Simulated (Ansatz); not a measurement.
C5H8O can be A, `C#CC(C)OC`, or B, `CC1C=COC1`.

Gas-phase electronic energies from Ansatz, PBE0-D4/def2-TZVP geometries. CCSD(T)/CBS adds triple-zeta CCSD(T) − MP2 to the extrapolated MP2 energy (def2 sets, frozen cores). Functionals use def2-TZVPP. B3LYP here is the variant with VWN-RPA as its local correlation; programs differ in this. Each species was taken in one conformer, which may not be the lowest.

A:

```xyz
14

C    -0.005    1.965    1.457
C     0.013    1.145    0.581
C     0.042    0.144   -0.491
C     1.247    0.332   -1.393
O     0.092   -1.171    0.013
C    -1.055   -1.540    0.736
H    -0.018    2.692    2.234
H    -0.879    0.268   -1.084
H     1.242    1.331   -1.830
H     2.164    0.205   -0.817
H     1.222   -0.411   -2.190
H    -0.921   -2.579    1.037
H    -1.186   -0.920    1.630
H    -1.959   -1.460    0.117
```

B:

```xyz
14

C    -0.947    0.213    1.328
C     0.327   -0.081    0.542
C     0.696    1.040   -0.395
C     0.464    0.643   -1.640
O     0.047   -0.641   -1.768
C     0.179   -1.234   -0.464
H    -1.781    0.401    0.647
H    -1.214   -0.628    1.975
H    -0.823    1.096    1.958
H     1.134   -0.305    1.246
H     1.005    2.030   -0.094
H     0.541    1.190   -2.569
H    -0.700   -1.855   -0.286
H     1.070   -1.869   -0.480
```

Problem. Which is lower in electronic energy at CCSD(T)/CBS, and by how much? (An estimate is asked.)

Solution. Ansatz gave: B, by 141.4 kJ/mol.

Problem. Give E(B) − E(A) in kJ/mol with HF/def2-TZVPP, B3LYP-D4, CCSD(T)/def2-TZVPP, ωB97M-V, PBE-D4, B2PLYP, r2SCAN-D4. (An estimate is asked.)

Solution. Ansatz gave: HF/def2-TZVPP -126.5, B3LYP-D4 -139.9, CCSD(T)/def2-TZVPP -141.9, ωB97M-V -147.7, PBE-D4 -159.5, B2PLYP -134.7, r2SCAN-D4 -155.9. None reverses the order clearly.

Largest T1 diagnostic: 0.012.

In def2-TZVPP, CCSD(T) changes the Hartree–Fock value by −15.4 kJ/mol (the triples alone add −1.6 kJ/mol) and MP2 by −13.3 kJ/mol. From PBE to PBE0 (25 % exact exchange), in def2-TZVPP and without D4, E(B) − E(A) moves by −7.6 kJ/mol.
